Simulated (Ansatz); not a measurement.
A nudged elastic band was laid between two geometries of C2H3S2 (7 atoms, charge 1, multiplicity 1).

These are results of RKS r2SCANh-D4/def2-SVP (Ansatz), not measurements.

```json
{"movable images": "9", "climbing image": "yes", "spring": "5.0 eV/Å²", "optimiser": "quadratic models (default)", "start path": "through a guess of the saddle point", "force threshold": "0.05 eV/Å", "iteration limit": "60", "end points": "relaxed"}
```

First end point:

```xyz
7
Properties=species:S:1:pos:R:3
C -0.456 1.284 -0.314
S 0.802 0.310 -0.608
C 0.444 -1.234 0.297
S 1.483 -2.434 0.239
H -0.450 2.284 -0.766
H -1.306 0.989 0.316
H -0.517 -1.198 0.836
```

Last end point:

```xyz
7
Properties=species:S:1:pos:R:3
C -0.455 1.284 -0.312
S 0.806 0.313 -0.603
C 0.444 -1.234 0.296
S 1.481 -2.436 0.236
H -1.308 0.985 0.311
H -0.451 2.284 -0.764
H -0.517 -1.196 0.836
```

Problem. What changes between the two ends?

Solution. No bond is made or broken. The dihedral H5–C1–S2–C3 goes from 180 to 0°. The two ends are copies of one structure, up to a mirror image or an exchange of like atoms.

Problem. Give the energies along the band, and the barrier.

Solution. The forces met the threshold. The highest image is number 4 of 0 to 10, 29.9 kcal/mol above the ends, which have the same energy within 2 meV. A vibrational analysis at the climbing image gives one clearly imaginary mode, 873i cm⁻¹: a first-order saddle point. Limits of this set-up: the dipole of an ion depends on the origin.

```
image  path coordinate (Å)  energy (kcal/mol)  dihedral H5–C1–S2–C3 (°)
    0                 0.00                0.0                       180
    1                 0.49                1.3                      -172
    2                 0.99                8.7                      -149
    3                 1.48               20.2                      -123
    4                 1.97               29.9                       -92
    5                 2.32               23.9                       -69
    6                 2.66               15.4                       -48
    7                 3.01                7.9                       -30
    8                 3.35                2.4                       -13
    9                 3.70                0.1                         1
   10                 4.04                0.0                         0
```

Problem. What is the geometry of the highest image?

Solution. 
```xyz
7
Properties=species:S:1:pos:R:3
C -0.493 1.432 -0.215
S 0.867 0.502 -0.123
C 0.480 -1.488 0.224
S 1.633 -2.507 0.344
H -0.981 1.627 -1.180
H -0.895 1.935 0.675
H -0.611 -1.501 0.276
```

Problem. What are the harmonic wavenumbers there?

Solution. 873i, 88, 115, 191, 314, 704, 942, 964, 1034, 1060, 1244, 1445, 3113, 3246, 3268 cm⁻¹.

The run took 8.6 min on 2 threads of Intel(R) Xeon(R) CPU @ 2.60GHz (Ice Lake), on a shared host, peak memory 0.19 GiB.
